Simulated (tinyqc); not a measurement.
Inside a calculation. Method: CID on RHF in the sto-3g basis, frozen core, for LiH, spin multiplicity 1. Computed by tinyqc, a small Python program that keeps every step (integrals from PySCF). Settings: charge = 0, multiplicity = 1, basis = sto-3g, method = RHF, frozen orbitals = 1, energy threshold = 1e-10, iteration cap = 64, orthogonalisation = symmetric, start = core, DIIS depth = 6, ci = CID, davidson = 1. Command: `OMP_NUM_THREADS=1 python tinyqc.py 25066 25067 out.jsonl` (the two numbers bound the seeds that draw the settings). One thread of a shared host (Intel(R) Xeon(R) Processor @ 2.60GHz), about 0.1 s of CPU time with the checks. The early iterations of the SCF are left out here.

## One-electron integrals

Geometry (angstrom):
```
atom       x       y       z
Li    0.0000  0.0000  0.0000
H     0.0000  0.0000  1.3910
```

Basis sto-3g: exponents (1/bohr^2) and contraction coefficients of normalised primitives:
```
element  l (shell)  exponent  coefficient
Li           s (1)   16.1196       0.1543
Li           s (1)    2.9362       0.5353
Li           s (1)    0.7947       0.4446
Li           s (2)    0.6363      -0.1000
Li           s (2)    0.1479       0.3995
Li           s (2)    0.0481       0.7001
Li           p (3)    0.6363       0.1559
Li           p (3)    0.1479       0.6077
Li           p (3)    0.0481       0.3920
H            s (1)    3.4253       0.1543
H            s (1)    0.6239       0.5353
H            s (1)    0.1689       0.4446
```

Overlap, kinetic and nuclear-attraction integrals over the contracted functions; the nuclear repulsion is the sum of Za Zb / Rab.

nuclear repulsion = 1.141288 hartree

overlap S, order 1Li 1s, 1Li 2s, 1Li 2px, 1Li 2py, 1Li 2pz, 2H 1s:
$$\begin{pmatrix}
1.0000 & 0.2411 & 0.0000 & 0.0000 & 0.0000 & 0.1035 \\
0.2411 & 1.0000 & 0.0000 & 0.0000 & 0.0000 & 0.4473 \\
0.0000 & 0.0000 & 1.0000 & 0.0000 & 0.0000 & 0.0000 \\
0.0000 & 0.0000 & 0.0000 & 1.0000 & 0.0000 & 0.0000 \\
0.0000 & 0.0000 & 0.0000 & 0.0000 & 1.0000 & 0.5449 \\
0.1035 & 0.4473 & 0.0000 & 0.0000 & 0.5449 & 1.0000
\end{pmatrix}$$

kinetic energy T (hartree), order 1Li 1s, 1Li 2s, 1Li 2px, 1Li 2py, 1Li 2pz, 2H 1s:
$$\begin{pmatrix}
3.5768 & -0.0202 & 0.0000 & 0.0000 & 0.0000 & -0.0173 \\
-0.0202 & 0.1022 & 0.0000 & 0.0000 & 0.0000 & 0.0567 \\
0.0000 & 0.0000 & 0.3197 & 0.0000 & 0.0000 & 0.0000 \\
0.0000 & 0.0000 & 0.0000 & 0.3197 & 0.0000 & 0.0000 \\
0.0000 & 0.0000 & 0.0000 & 0.0000 & 0.3197 & 0.1626 \\
-0.0173 & 0.0567 & 0.0000 & 0.0000 & 0.1626 & 0.7600
\end{pmatrix}$$

nuclear attraction V (hartree), order 1Li 1s, 1Li 2s, 1Li 2px, 1Li 2py, 1Li 2pz, 2H 1s:
$$\begin{pmatrix}
-8.3633 & -1.0560 & 0.0000 & 0.0000 & -0.0212 & -0.4588 \\
-1.0560 & -1.5214 & 0.0000 & 0.0000 & -0.1326 & -0.8877 \\
0.0000 & 0.0000 & -1.4759 & 0.0000 & 0.0000 & 0.0000 \\
0.0000 & 0.0000 & 0.0000 & -1.4759 & 0.0000 & 0.0000 \\
-0.0212 & -0.1326 & 0.0000 & 0.0000 & -1.5821 & -1.1002 \\
-0.4588 & -0.8877 & 0.0000 & 0.0000 & -1.1002 & -2.3606
\end{pmatrix}$$

core Hamiltonian H = T + V (hartree), order 1Li 1s, 1Li 2s, 1Li 2px, 1Li 2py, 1Li 2pz, 2H 1s:
$$\begin{pmatrix}
-4.7865 & -1.0763 & 0.0000 & 0.0000 & -0.0212 & -0.4760 \\
-1.0763 & -1.4192 & 0.0000 & 0.0000 & -0.1326 & -0.8310 \\
0.0000 & 0.0000 & -1.1562 & 0.0000 & 0.0000 & 0.0000 \\
0.0000 & 0.0000 & 0.0000 & -1.1562 & 0.0000 & 0.0000 \\
-0.0212 & -0.1326 & 0.0000 & 0.0000 & -1.2624 & -0.9376 \\
-0.4760 & -0.8310 & 0.0000 & 0.0000 & -0.9376 & -1.6005
\end{pmatrix}$$

## Two-electron integrals

Functions are numbered as in S; the eight-fold symmetry (ij|kl) = (ji|kl) = (kl|ij) leaves the list below.

Two-electron integrals (ij|kl) in chemists' order, unique and non-zero (hartree):
```
(11|11) 1.6804   (21|11) 0.2654   (21|21) 0.0499   (22|11) 0.3977
(22|21) 0.0929   (22|22) 0.2906   (31|31) 0.0090   (32|31) 0.0138
(32|32) 0.0642   (33|11) 0.3966   (33|21) 0.0929   (33|22) 0.2905
(33|33) 0.3129   (41|41) 0.0090   (42|41) 0.0138   (42|42) 0.0642
(43|43) 0.0169   (44|11) 0.3966   (44|21) 0.0929   (44|22) 0.2905
(44|33) 0.2792   (44|44) 0.3129   (51|51) 0.0090   (52|51) 0.0138
(52|52) 0.0642   (53|53) 0.0169   (54|54) 0.0169   (55|11) 0.3966
(55|21) 0.0929   (55|22) 0.2905   (55|33) 0.2792   (55|44) 0.2792
(55|55) 0.3129   (61|11) 0.1120   (61|21) 0.0211   (61|22) 0.0397
(61|33) 0.0393   (61|44) 0.0393   (61|51) 0.0025   (61|52) 0.0047
(61|55) 0.0407   (61|61) 0.0098   (62|11) 0.1861   (62|21) 0.0436
(62|22) 0.1361   (62|33) 0.1301   (62|44) 0.1301   (62|51) 0.0072
(62|52) 0.0373   (62|55) 0.1480   (62|61) 0.0217   (62|62) 0.0956
(63|31) 0.0042   (63|32) 0.0175   (63|53) 0.0063   (63|63) 0.0084
(64|41) 0.0042   (64|42) 0.0175   (64|54) 0.0063   (64|64) 0.0084
(65|11) 0.2103   (65|21) 0.0499   (65|22) 0.1624   (65|33) 0.1520
(65|44) 0.1520   (65|51) 0.0113   (65|52) 0.0571   (65|55) 0.1830
(65|61) 0.0263   (65|62) 0.1267   (65|65) 0.1721   (66|11) 0.3770
(66|21) 0.0900   (66|22) 0.3007   (66|33) 0.2760   (66|44) 0.2760
(66|51) 0.0191   (66|52) 0.1109   (66|55) 0.3496   (66|61) 0.0478
(66|62) 0.2550   (66|65) 0.3539   (66|66) 0.7746
```

## Orthogonalisation

S = U s U^T; symmetric (Loewdin) form X = U s^(-1/2) U^T, so that X^T S X = 1.

eigenvalues of S: [0.2931, 0.7960, 1.0000, 1.0000, 1.1593, 1.7517]

X, order 1Li 1s, 1Li 2s, 1Li 2px, 1Li 2py, 1Li 2pz, 2H 1s:
$$\begin{pmatrix}
1.0230 & -0.1224 & 0.0000 & 0.0000 & 0.0035 & -0.0133 \\
-0.1224 & 1.1442 & 0.0000 & 0.0000 & 0.1484 & -0.3397 \\
0.0000 & 0.0000 & 1.0000 & 0.0000 & 0.0000 & 0.0000 \\
0.0000 & 0.0000 & 0.0000 & 1.0000 & 0.0000 & 0.0000 \\
0.0035 & 0.1484 & 0.0000 & 0.0000 & 1.1813 & -0.4156 \\
-0.0133 & -0.3397 & 0.0000 & 0.0000 & -0.4156 & 1.3038
\end{pmatrix}$$

## Iteration 7 (converged): orbitals

converged F (hartree), order 1Li 1s, 1Li 2s, 1Li 2px, 1Li 2py, 1Li 2pz, 2H 1s:
$$\begin{pmatrix}
-2.3431 & -0.6405 & 0.0000 & 0.0000 & 0.0122 & -0.2809 \\
-0.6405 & -0.2357 & 0.0000 & 0.0000 & -0.1201 & -0.3040 \\
0.0000 & 0.0000 & 0.1632 & 0.0000 & 0.0000 & 0.0000 \\
0.0000 & 0.0000 & 0.0000 & 0.1632 & 0.0000 & 0.0000 \\
0.0122 & -0.1201 & 0.0000 & 0.0000 & -0.0212 & -0.2471 \\
-0.2809 & -0.3040 & 0.0000 & 0.0000 & -0.2471 & -0.1973
\end{pmatrix}$$

Diagonalise F' = X^T F X, C = X C', fill 2 alpha and 2 beta electrons from the bottom; D = 2 C_occ C_occ^T. Each column has its largest component positive (the first on a tie).

F' = X^T F X (hartree):
$$\begin{pmatrix}
-2.2887 & -0.3404 & 0.0000 & 0.0000 & 0.0388 & -0.0942 \\
-0.3404 & 0.0090 & 0.0000 & 0.0000 & 0.0321 & -0.3043 \\
0.0000 & 0.0000 & 0.1632 & 0.0000 & 0.0000 & 0.0000 \\
0.0000 & 0.0000 & 0.0000 & 0.1632 & 0.0000 & 0.0000 \\
0.0388 & 0.0321 & 0.0000 & 0.0000 & 0.1694 & -0.3412 \\
-0.0942 & -0.3043 & 0.0000 & 0.0000 & -0.3412 & 0.1407
\end{pmatrix}$$

orbital energies (hartree): MO1 -2.3460, MO2 -0.3018, MO3 0.0795, MO4 0.1632, MO5 0.1632, MO6 0.5987

coefficients C, order 1Li 1s, 1Li 2s, 1Li 2px, 1Li 2py, 1Li 2pz, 2H 1s:
$$\begin{pmatrix}
0.9908 & -0.1850 & -0.2068 & 0.0000 & 0.0000 & 0.0553 \\
0.0307 & 0.4351 & 0.8048 & 0.0000 & 0.0000 & -0.7896 \\
0.0000 & 0.0000 & 0.0000 & -0.4105 & 0.9119 & 0.0000 \\
0.0000 & 0.0000 & 0.0000 & 0.9119 & 0.4105 & 0.0000 \\
-0.0085 & 0.3535 & -0.6119 & 0.0000 & 0.0000 & -1.0445 \\
0.0110 & 0.5407 & -0.1291 & 0.0000 & 0.0000 & 1.2958
\end{pmatrix}$$

D after iteration 7, order 1Li 1s, 1Li 2s, 1Li 2px, 1Li 2py, 1Li 2pz, 2H 1s:
$$\begin{pmatrix}
2.0319 & -0.1001 & 0.0000 & 0.0000 & -0.1476 & -0.1783 \\
-0.1001 & 0.3805 & 0.0000 & 0.0000 & 0.3071 & 0.4712 \\
0.0000 & 0.0000 & 0.0000 & 0.0000 & 0.0000 & 0.0000 \\
0.0000 & 0.0000 & 0.0000 & 0.0000 & 0.0000 & 0.0000 \\
-0.1476 & 0.3071 & 0.0000 & 0.0000 & 0.2500 & 0.3820 \\
-0.1783 & 0.4712 & 0.0000 & 0.0000 & 0.3820 & 0.5849
\end{pmatrix}$$

Within a degenerate level the vectors are fixed only up to a rotation; this is one choice.

## Convergence

Stop when the energy changes by less than 1e-10 hartree and every element of the error matrix X^T (F D S - S D F) X is below 3e-06.

Course of the cycle:
```
iteration  E (hartree)     change  largest element of the error matrix
1            -7.789832          -                             2.16e-01
2            -7.858999  -6.92e-02                             2.60e-02
3            -7.859938  -9.38e-04                             4.00e-03
4            -7.860019  -8.12e-05                             1.18e-03
5            -7.860027  -8.40e-06                             2.43e-05
6            -7.860027  -1.84e-09                             1.02e-06
7            -7.860027  -1.12e-12                             7.84e-08
```

PySCF RHF in the same basis = -7.860027 hartree

Converged in 7 iterations.

## Integrals over molecular orbitals

(pq|rs) = sum C_ip C_jq C_kr C_ls (ij|kl), one index at a time.

one-electron integrals over orbitals h = C^T H C (hartree):
$$\begin{pmatrix}
-4.7765 & 0.1152 & 0.1695 & 0.0000 & 0.0000 & -0.0125 \\
0.1152 & -1.5770 & 0.0384 & 0.0000 & 0.0000 & -0.1228 \\
0.1695 & 0.0384 & -1.1407 & 0.0000 & 0.0000 & 0.0342 \\
0.0000 & 0.0000 & 0.0000 & -1.1562 & 0.0000 & 0.0000 \\
0.0000 & 0.0000 & 0.0000 & 0.0000 & -1.1562 & 0.0000 \\
-0.0125 & -0.1228 & 0.0342 & 0.0000 & 0.0000 & -0.9162
\end{pmatrix}$$

Two-electron integrals over orbitals (pq|rs), unique and non-zero (hartree); the lowest 1 orbital is frozen and left out:
```
(22|22) 0.5019    (32|22) -0.0452   (32|32) 0.0113    (33|22) 0.2303
(33|32) 0.0047    (33|33) 0.3395    (42|42) 0.0246    (43|42) 0.0192
(43|43) 0.0414    (44|22) 0.2806    (44|32) 0.0037    (44|33) 0.2824
(44|44) 0.3129    (52|52) 0.0246    (53|52) 0.0192    (53|53) 0.0414
(54|54) 0.0169    (55|22) 0.2806    (55|32) 0.0037    (55|33) 0.2824
(55|44) 0.2792    (55|55) 0.3129    (62|22) 0.1388    (62|32) -0.0325
(62|33) -0.0055   (62|44) -0.0044   (62|55) -0.0044   (62|62) 0.1222
(63|22) -0.0506   (63|32) 0.0075    (63|33) 0.0362    (63|44) 0.0006
(63|55) 0.0006    (63|62) -0.0303   (63|63) 0.0263    (64|42) -0.0193
(64|43) -0.0139   (64|64) 0.0190    (65|52) -0.0193   (65|53) -0.0139
(65|65) 0.0190    (66|22) 0.4600    (66|32) -0.0409   (66|33) 0.2425
(66|44) 0.2702    (66|55) 0.2702    (66|62) 0.1465    (66|63) -0.0429
(66|66) 0.4569
```

## CID: determinants and Hamiltonian

one-electron integrals dressed by the frozen orbital, h + 2 (pq|11) - (p1|1q) (hartree), order 2, 3, 4, 5, 6:
$$\begin{pmatrix}
-0.8038 & 0.0452 & 0.0000 & 0.0000 & -0.1388 \\
0.0452 & -0.3697 & 0.0000 & 0.0000 & 0.0688 \\
0.0000 & 0.0000 & -0.3734 & 0.0000 & 0.0000 \\
0.0000 & 0.0000 & 0.0000 & -0.3734 & 0.0000 \\
-0.1388 & 0.0688 & 0.0000 & 0.0000 & -0.1992
\end{pmatrix}$$

energy of the frozen orbital, 2 h_11 + (11|11) = -7.895698 hartree

Hartree-Fock energy = -7.860027 hartree

Slater-Condon rules over spin orbitals, with the nuclear repulsion and the energy of the frozen orbital added and E(HF) subtracted on the diagonal. Only determinants linked to the reference directly or through others are kept (one block of an abelian symmetry group), so some states are absent.

Occupation strings over the orbitals (2 doubly, a alpha, b beta, 0 empty; spin orbitals ordered 1a 1b 2a 2b ...): 220000 202000 20a00b 200200 200020 20b00a 200002

H - E(HF) between determinants (hartree), order 220000, 202000, 20a00b, 200200, 200020, 20b00a, 200002:
$$\begin{pmatrix}
0.0000 & 0.0113 & -0.0325 & 0.0246 & 0.0246 & 0.0325 & 0.1222 \\
0.0113 & 0.7057 & 0.1050 & 0.0414 & 0.0414 & -0.1050 & 0.0263 \\
-0.0325 & 0.1050 & 0.7792 & -0.0139 & -0.0139 & -0.0263 & 0.0259 \\
0.0246 & 0.0414 & -0.0139 & 0.6717 & 0.0169 & 0.0139 & 0.0190 \\
0.0246 & 0.0414 & -0.0139 & 0.0169 & 0.6717 & 0.0139 & 0.0190 \\
0.0325 & -0.1050 & -0.0263 & 0.0139 & 0.0139 & 0.7792 & -0.0259 \\
0.1222 & 0.0263 & 0.0259 & 0.0190 & 0.0190 & -0.0259 & 1.1641
\end{pmatrix}$$

## CID: roots

Diagonalise (each vector has its largest component positive (the first on a tie)); all determinants have Ms = 0, so triplets appear too. The lowest singlet root is the correlation energy.

lowest roots of this matrix, relative to E(HF) (hartree): [-0.0173, 0.5660, 0.6548, 0.7225, 0.7529, 0.9072, 1.1854]

lowest vectors, order 220000, 202000, 20a00b, 200200, 200020, 20b00a, 200002:
$$\begin{pmatrix}
0.9916 & 0.0291 & 0.0000 & 0.0558 \\
-0.0212 & 0.7251 & 0.0000 & 0.3644 \\
0.0441 & -0.3541 & 0.0000 & -0.2105 \\
-0.0288 & -0.3334 & 0.7071 & 0.6209 \\
-0.0288 & -0.3334 & -0.7071 & 0.6209 \\
-0.0441 & 0.3541 & 0.0000 & 0.2105 \\
-0.1031 & 0.0140 & 0.0000 & -0.0659
\end{pmatrix}$$

<S^2> of these roots: [0.0000, 0.0000, 0.0000, 0.0000, 2.0000, 0.0000, 0.0000]

weight of the ground state by excitation level 0, 1, 2, ...: [0.9834, 0.0000, 0.0166]

## The lowest root by the Davidson method

Start from the reference; add the residual divided by (theta - H_ii), orthogonalised, at each step.

Davidson iterations:
```
iteration  subspace  lowest Ritz value (hartree)  residual norm
1                 1                            0       1.36e-01
2                 2                    -0.017176       7.59e-03
3                 3                    -0.017267       1.03e-03
4                 4                    -0.017269       1.01e-04
5                 5                    -0.017269       7.54e-17
```
